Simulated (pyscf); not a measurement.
Structures and frequencies: ωB97X-D3(BJ)/def2-SVP in PySCF. MP2 and CC: frozen core, UHF for open shells. ΔMP2 is the change of the MP2 total energy from the triple- to the quadruple-zeta basis.

SMILES: [H][H]
```xyz
2

H     -0.0078    -0.0399     0.9246
H     -0.4824     0.3144     1.4007
```

Q: How much does it cost (ΔH, 298 K, CCSD(T)/def2-TZVPP + ΔMP2(QZVPP)) to split `[H][H]` at its H–H bond into H• + H•?

A: H–H to H• + H•: 103.9 kcal/mol.
